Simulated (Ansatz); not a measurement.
Energy needed to pull apart AlH₂OF (SMILES [OH][AlH][F]), singlet, into free ground-state atoms, from the structure below (displaced at random from a GFN2-xTB minimum); no zero-point or spin–orbit terms; open-shell atoms are treated unrestricted, in their ground-state multiplicity.

```xyz
5
angstrom
O -1.1427 0.3816 -0.3826
Al 0.5975 -0.2252 0.0403
F 0.9079 -1.6676 0.9997
H -1.9483 0.7322 -0.7517
H 1.6607 0.9923 0.0119
```

Program: Ansatz 0.2.0. Basis: def2-TZVPP. Cores are frozen in the correlated methods.

| method | atomization energy (kcal/mol) |
| --- | --- |
| PBE-D4 | 415.1 |
| r2SCAN-D4 | 411.3 |
| B97M-V | 409.7 |
| PBE0-D4 | 399.6 |
| CAM-B3LYP-D4 | 411.5 |
| wB97M-V | ? |
| HF | 287.3 |
| MP2 | ? |
| CCSD | 394.2 |
| CCSD(T) | 401.2 |

(1) What does wB97M-V give? (Judge from chemistry; the value comes from the calculation.)

(2) What does MP2 give? (To be estimated.)

The T1 diagnostic stays at or below 0.016.

Results:

(1) Computed: 411.5 kcal/mol, which is about 10.3 kcal/mol more than CCSD(T)/def2-TZVPP.

(2) The calculation gives: 417.5 kcal/mol, which is about 16.3 kcal/mol more than CCSD(T)/def2-TZVPP.

In triple zeta the MP2 and coupled-cluster atomization energies are still short of their basis limit by a few kcal/mol a bond, whereas those of the functionals are nearly converged, so these differences are not deviations from converged CCSD(T).

For scale, one of the runs: CCSD(T)/def2-TZVPP forces, 132 basis functions (an equivalent command: `ansatz run in.yaml --threads 4`). Time: 25 s of wall clock on 4 CPU threads; the host was shared. Peak host memory: 1.2 GiB.
